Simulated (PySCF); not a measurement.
First SCF of a structure search on singlet H₂O, at a hand-made bent geometry. PySCF input:

```python
from pyscf import gto, scf, dft
mol = gto.M(atom='''
O      0.000000     0.000000     0.000000
H      0.778200     0.000000     0.544900
H     -0.778200     0.000000     0.544900''',
    basis={'O': 'def2-TZVP', 'H': 'def2-TZVP'},
    charge=0, spin=0)
mf = dft.RKS(mol, xc='PBE')
mf.grids.atom_grid = (50, 194)
aux = {'O': 'def2-universal-JKFIT', 'H': 'def2-universal-JKFIT'}
mf = mf.density_fit(auxbasis=aux)
mf.conv_tol = 1e-08
mf.diis_space = 10
mf.max_cycle = 60
mf.init_guess = 'minao'
mf.verbose = 4
mf.kernel()
```

Excerpt of the output (cycles and frontier levels):

```
init E= -76.3386350190946
  HOMO = -0.404851724314348  LUMO = -0.0207748738801286  gap/eV = 10.45126
cycle= 1 E= -76.2654382318146  delta_E= 0.0732  |g|= 0.794  |ddm|= 0.972
  HOMO = -0.0708510179702984  LUMO = 0.0405348603888243  gap/eV = 3.03096
cycle= 2 E= -75.9374733945149  delta_E= 0.328  |g|= 1.53  |ddm|= 1.29
  HOMO = -0.268712713252739  LUMO = -0.00231056205767999  gap/eV = 7.24917
cycle= 3 E= -76.3750384889384  delta_E= -0.438  |g|= 0.046  |ddm|= 0.962
  HOMO = -0.25525852206264  LUMO = 0.00249169288673556  gap/eV = 7.01374
cycle= 4 E= -76.3754694232508  delta_E= -0.000431  |g|= 0.00978  |ddm|= 0.0326
  HOMO = -0.255913499055133  LUMO = 0.00159281868892691  gap/eV = 7.00710
cycle= 5 E= -76.3754843790921  delta_E= -1.5e-05  |g|= 0.00143  |ddm|= 0.00385
  HOMO = -0.256197624712414  LUMO = 0.00147833424738053  gap/eV = 7.01172
cycle= 6 E= -76.3754847649866  delta_E= -3.86e-07  |g|= 3.05e-05  |ddm|= 0.000836
  HOMO = -0.25620101486426  LUMO = 0.00147648546458612  gap/eV = 7.01176
cycle= 7 E= -76.3754847651258  delta_E= -1.39e-10  |g|= 2.26e-06  |ddm|= 1.67e-05
  HOMO = -0.256199940190641  LUMO = 0.00147677449558614  gap/eV = 7.01174
Extra cycle  E= -76.3754847651247  delta_E= 1.08e-12  |g|= 3.33e-06  |ddm|= 2.96e-06
converged SCF energy = -76.3754847651247
```

No lower solution of this spin was found from smeared starts or by a stability analysis within the restricted form, which does not test spin polarisation.

The search for the lowest solution, 3 starts and the stability check together, took 1.9 s on 2 threads of a shared Arm Neoverse V2 host, with 43 basis functions; the process peaked at 0.24 GiB.
